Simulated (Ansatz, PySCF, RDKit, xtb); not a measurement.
# Which structure has the formula CH5NO?

Given the formula CH5NO and nothing else, which arrangement of the atoms is the most stable in the gas at 298.15 K, and what are its properties?

Plan: many cheap relaxations first (GFN2-xTB), then density-functional screening, relaxation at PBE0-D4/def2-TZVP, vibrations and a final energy. The numbers are computed, not measured.

4 further runs of the same task are left out: 4 set aside as unsound or not needed.

## 1. Possible bonding patterns

All bonding patterns within simple valence rules are listed by program: one Lewis structure each, at most two rings and one unusual centre or charged pair. O–O, O–halogen and N–halogen bonds and N–N–N chains are not drawn. That gives 6 candidates.

| label | SMILES | spin |
| --- | --- | --- |
| c571 | [CH2-][NH2+]O | singlet |
| c591 | [NH3+][CH-]O | singlet |
| c644 | CON | singlet |
| c762 | NCO | singlet |
| c852 | CNO | singlet |
| c867 | C[NH2+][O-] | singlet |

Candidates are built by distance geometry, with a force field where one applies, in up to four conformers (letters a to d). 1 start with atoms placed at random is added, to find patterns that the rules miss.

**Question.** With final energies at CCSD(T)/def2-TZVPP, which structure will this search put lowest in free energy, and by what margin?

| quantity | value |
| --- | --- |
| lowest structure found | NCO, singlet, C1 |
| next finalist | CNO, singlet, 36.0 kcal/mol higher in G |
| share at equilibrium, among the finalists | 100.0 % |
| harmonic wavenumbers, lowest and highest (PBE0-D4/def2-TZVP) | 277 and 3854 cm⁻¹ |
| rotational constants, same geometry | 1.301, 0.3208, 0.2888 cm⁻¹ |
| dipole moment (PBE0/def2-TZVPD) | 1.65 D |
| HOMO energy (PBE0/def2-TZVPD) | -7.39 eV |
| LUMO energy (PBE0/def2-TZVPD) | 0.11 eV |
| HOMO–LUMO gap (PBE0/def2-TZVPD) | 7.49 eV |
| lowest excitation (TD-PBE0/def2-SVPD) | 6.50 eV (f = 0.051) |
| lowest triplet excitation, same level, Tamm-Dancoff | 6.20 eV |
| vertical ionisation energy | 9.88 eV |
| vertical electron affinity | -1.17 eV (unbound: the value depends on the basis) |
| vertical triplet less singlet | +6.00 eV |

The search ends on `NCO`. The margin of 36.0 kcal/mol over the next finalist is beyond the usual error of the last level; it says nothing of structures that weren't ranked. GFN2-xTB, HF/STO-3G, r2SCAN-D4/def2-SVP, PBE0-D4/def2-TZVP, HF/def2-TZVPP and MP2/def2-TZVPP already put its bonding pattern lowest among the structures in one piece. The search is not exhaustive (a finite list of starts, one conformer a finalist), so a lower isomer can't be ruled out. Patterns outside the rules of the enumeration were met only by chance. The lowest isomer need not be the one that is made and kept in a bottle, which depends on barriers.
